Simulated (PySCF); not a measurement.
Reading a saddle point

A first-order saddle point of BH₂ClO, closed shell, PBE0-D4/def2-TZVP, with one imaginary mode of 1514i cm⁻¹:

```
5
angstrom
B -0.1218 0.0762 -0.2659
H 0.5259 0.1450 0.9878
O -0.4342 -1.1404 -0.4703
H 0.2292 -0.7454 0.7040
Cl -0.1991 1.6648 -0.9556
```

PySCF 2.14 with density fitting (its default auxiliary sets; JK sets also for MP2 and CCSD(T)); basis: def2-TZVPP and def2-QZVPP; cores frozen in the correlated methods. Extrapolation: Hartree–Fock as exp(−7.88 √X), correlation as X^−2.97.

Q: Which contacts change along the imaginary mode, and what lies on either side? (Judge from chemistry; the calculation decides.)

A: Computed: The step is BH₂ClO ([OH][BH][Cl]) → BClO + H₂, with the molecules in contact on both sides. Shortening one way: H2–H4; lengthening the same way: B1–H2, O3–H4.
| pair | one side (Å) | saddle (Å) | other side (Å) |
| --- | --- | --- | --- |
| H2–H4 | 2.37 | 0.98 | 0.75 |
| B1–H2 | 1.19 | 1.41 | 3.27 |
| O3–H4 | 0.96 | 1.41 | 3.06 |

Q: Which side is lower, and how far does the saddle lie above each? (Judge from chemistry; the value comes from the calculation.)

A: Computed: The side with B1–H2, O3–H4 short is lower by 25.25 kcal/mol; the saddle lies 63.51 kcal/mol above it and 38.26 kcal/mol above the other (CCSD(T) at an estimated basis limit (MP2 extrapolated from triple and quadruple zeta, plus CCSD(T) − MP2 in triple zeta); electronic energies).

T1 diagnostic: at most 0.018.

Labels in which every atom is bracketed show which atoms are joined, not bond orders.

For scale, one of the runs: CCSD(T)/def2-TZVPP, 132 basis functions, launched by `OMP_NUM_THREADS=4 python run.py`. Time: 46 s of wall clock on 4 CPU threads of an Arm Neoverse V2; the host was shared. Peak host memory: 0.72 GiB.
